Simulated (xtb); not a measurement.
xtb input for C2H6S, SMILES C(S)C, GFN2-xTB. 

```
$ xtb mol.xyz --gfn 2 --sp --chrg 0 --uhf 0 --json
$ cat mol.xyz
9

C     -1.44415401     0.77904292    -0.22767689
C     -0.56186460    -0.43619834    -0.43452173
S      1.06110455    -0.26094924     0.39108076
H     -2.41567137     0.61260579    -0.68892204
H     -0.99458423     1.66295723    -0.67680293
H     -1.58882339     0.96648430     0.83371309
H     -1.00359328    -1.32433637     0.01584767
H     -0.37918968    -0.62695680    -1.49207713
H      1.44030075     0.82736622    -0.27585899
```

It prints:

```
[banner left out]
          |                Calculation Setup                |
           -------------------------------------------------



           -------------------------------------------------
          |                 G F N 2 - x T B                 |
           -------------------------------------------------

        Reference                      10.1021/acs.jctc.8b01176
      * Hamiltonian:
        H0-scaling (s, p, d)           1.850000    2.230000    2.230000
        zeta-weighting                 0.500000
      * Dispersion:
        s8                             2.700000
        a1                             0.520000
        a2                             5.000000
        s9                             5.000000
      * Repulsion:
        kExp                           1.500000    1.000000
        rExp                           1.000000
      * Coulomb:
        alpha                          2.000000
        third order                    shell-resolved
        anisotropic                    true
        a3                             3.000000
        a5                             4.000000
        cn-shift                       1.200000
        cn-exp                         4.000000
        max-rad                        5.000000


          ...................................................
          :                      SETUP                      :
          :.................................................:
          :  # basis functions                  24          :
          :  # atomic orbitals                  23          :
          :  # shells                           13          :
          :  # electrons                        20          :
          :  max. iterations                   250          :
          :  Hamiltonian                  GFN2-xTB          :
          :  restarted?                      false          :
          :  GBSA solvation                  false          :
          :  PC potential                    false          :
          :  electronic temp.          300.0000000     K    :
          :  accuracy                    1.0000000          :
          :  -> integral cutoff          0.2500000E+02      :
          :  -> integral neglect         0.1000000E-07      :
          :  -> SCF convergence          0.1000000E-05 Eh   :
          :  -> wf. convergence          0.1000000E-03 e    :
          :  Broyden damping             0.4000000          :
          :  net charge                          0          :
          :  unpaired electrons                  0          :
          ...................................................

 iter      E             dE          RMSdq      gap      omega  full diag
   1    -10.6666215 -0.106666E+02  0.391E+00    5.36       0.0  T
   2    -10.6925148 -0.258933E-01  0.231E+00    4.80       1.0  T
   3    -10.6937879 -0.127307E-02  0.901E-01    4.70       1.0  T
   4    -10.6943830 -0.595132E-03  0.343E-01    4.57       1.0  T
   5    -10.6943862 -0.324888E-05  0.124E-01    4.57       1.0  T
   6    -10.6943998 -0.135654E-04  0.361E-02    4.56       1.0  T
   7    -10.6944002 -0.355307E-06  0.548E-03    4.56       6.1  T
   8    -10.6944002 -0.919666E-08  0.187E-03    4.56      17.9  T
   9    -10.6944002 -0.174839E-08  0.565E-04    4.56      59.0  T
  10    -10.6944002 -0.124452E-09  0.133E-04    4.56     250.7  T

   *** convergence criteria satisfied after 10 iterations ***

         #    Occupation            Energy/Eh            Energy/eV
      -------------------------------------------------------------
         1        2.0000           -0.7104337             -19.3319
       ...           ...                  ...                  ...
         4        2.0000           -0.5292997             -14.4030
         5        2.0000           -0.5111603             -13.9094
         6        2.0000           -0.4953932             -13.4803
         7        2.0000           -0.4765278             -12.9670
         8        2.0000           -0.4573075             -12.4440
         9        2.0000           -0.4477464             -12.1838
        10        2.0000           -0.3696172             -10.0578 (HOMO)
        11                         -0.2019009              -5.4940 (LUMO)
        12                         -0.1175673              -3.1992
        13                         -0.0134918              -0.3671
        14                         -0.0076683              -0.2087
        15                          0.0060040               0.1634
       ...                                ...                  ...
        23                          0.5310634              14.4510
      -------------------------------------------------------------
                  HL-Gap            0.1677163 Eh            4.5638 eV
             Fermi-level           -0.2857591 Eh           -7.7759 eV

 SCC (total)                   0 d,  0 h,  0 min,  0.004 sec
 SCC setup                      ...        0 min,  0.000 sec (  1.714%)
 Dispersion                     ...        0 min,  0.000 sec (  0.816%)
 classical contributions        ...        0 min,  0.000 sec (  0.367%)
 integral evaluation            ...        0 min,  0.001 sec ( 13.031%)
 iterations                     ...        0 min,  0.002 sec ( 53.318%)
 molecular gradient             ...        0 min,  0.001 sec ( 28.073%)
 printout                       ...        0 min,  0.000 sec (  2.447%)

         :::::::::::::::::::::::::::::::::::::::::::::::::::::
         ::                     SUMMARY                     ::
         :::::::::::::::::::::::::::::::::::::::::::::::::::::
         :: total energy             -10.578267220451 Eh    ::
         :: gradient norm              0.000259285740 Eh/a0 ::
         :: HOMO-LUMO gap              4.563792052226 eV    ::
         ::.................................................::
         :: SCC energy               -10.694399178301 Eh    ::
         :: -> isotropic ES            0.005346738373 Eh    ::
         :: -> anisotropic ES          0.001594182653 Eh    ::
         :: -> anisotropic XC          0.007661012256 Eh    ::
         :: -> dispersion             -0.003805440684 Eh    ::
         :: repulsion energy           0.116131957850 Eh    ::
         :: add. restraining           0.000000000000 Eh    ::
         :: total charge              -0.000000000000 e     ::
         :::::::::::::::::::::::::::::::::::::::::::::::::::::

           -------------------------------------------------
          |                Property Printout                |
           -------------------------------------------------

    * Orbital Energies and Occupations

         #    Occupation            Energy/Eh            Energy/eV
      -------------------------------------------------------------
         1        2.0000           -0.7104337             -19.3319
         2        2.0000           -0.6295801             -17.1317
         3        2.0000           -0.5841754             -15.8962
         4        2.0000           -0.5292997             -14.4030
         5        2.0000           -0.5111603             -13.9094
         6        2.0000           -0.4953932             -13.4803
         7        2.0000           -0.4765278             -12.9670
         8        2.0000           -0.4573075             -12.4440
         9        2.0000           -0.4477464             -12.1838
        10        2.0000           -0.3696172             -10.0578 (HOMO)
        11                         -0.2019009              -5.4940 (LUMO)
        12                         -0.1175673              -3.1992
        13                         -0.0134918              -0.3671
        14                         -0.0076683              -0.2087
Note: The following floating-point exceptions are signalling: IEEE_UNDERFLOW_FLAG IEEE_DENORMAL
normal termination of xtb
        15                          0.0060040               0.1634
        16                          0.1057080               2.8765
        17                          0.1448098               3.9405
        18                          0.1563402               4.2542
        19                          0.1823608               4.9623
        20                          0.2217930               6.0353
        21                          0.2391870               6.5086
       ...                                ...                  ...
        23                          0.5310634              14.4510
      -------------------------------------------------------------
                  HL-Gap            0.1677163 Eh            4.5638 eV
             Fermi-level           -0.2857591 Eh           -7.7759 eV

     #   Z          covCN         q      C6AA      α(0)
     1   6 C        3.778    -0.103    22.491     6.756
     2   6 C        3.793     0.007    20.469     6.443
     3  16 S        1.920    -0.293   153.753    20.870
     4   1 H        0.925     0.043     2.410     2.428
     5   1 H        0.925     0.042     2.418     2.431
     6   1 H        0.925     0.052     2.293     2.368
     7   1 H        0.925     0.051     2.308     2.376
     8   1 H        0.925     0.043     2.405     2.425
     9   1 H        0.923     0.158     1.340     1.811

 Mol. C6AA /au·bohr⁶  :        926.847000
 Mol. C8AA /au·bohr⁸  :      27880.427228
 Mol. α(0) /au        :         47.908313


Wiberg/Mayer (AO) data.
largest (>0.10) Wiberg bond orders for each atom

 ---------------------------------------------------------------------------
     #   Z sym  total        # sym  WBO       # sym  WBO       # sym  WBO
 ---------------------------------------------------------------------------
     1   6 C    3.995 --     2 C    1.027     6 H    0.986     5 H    0.986
                             4 H    0.979
     2   6 C    3.977 --     1 C    1.027     3 S    0.992     8 H    0.978
                             7 H    0.975
     3  16 S    2.008 --     2 C    0.992     9 H    0.964
     4   1 H    0.998 --     1 C    0.979
     5   1 H    0.998 --     1 C    0.986
     6   1 H    0.997 --     1 C    0.986
     7   1 H    0.997 --     2 C    0.975
     8   1 H    0.998 --     2 C    0.978
     9   1 H    0.975 --     3 S    0.964
 ---------------------------------------------------------------------------

Topologies differ in total number of bonds
Writing topology from bond orders to xtbtopo.mol

molecular dipole:
                 x           y           z       tot (Debye)
 q only:       -0.445       0.333      -0.409
   full:       -0.657       0.387      -0.612       2.484
molecular quadrupole (traceless):
                xx          xy          yy          xz          yz          zz
 q only:        0.144       1.346       0.409      -0.868       0.156      -0.553
  q+dip:       -1.241       2.298       1.067      -2.113       0.002       0.174
   full:       -0.696       2.476       1.046      -1.632      -0.281      -0.350


           -------------------------------------------------
          | TOTAL ENERGY              -10.578267220451 Eh   |
          | GRADIENT NORM               0.000259285740 Eh/α |
          | HOMO-LUMO GAP               4.563792052226 eV   |
           -------------------------------------------------

------------------------------------------------------------------------
------------------------------------------------------------------------
 total:
 SCF:
```

The calculation finished and met its thresholds.

Cost: about 0.03 core-seconds (a rough figure).
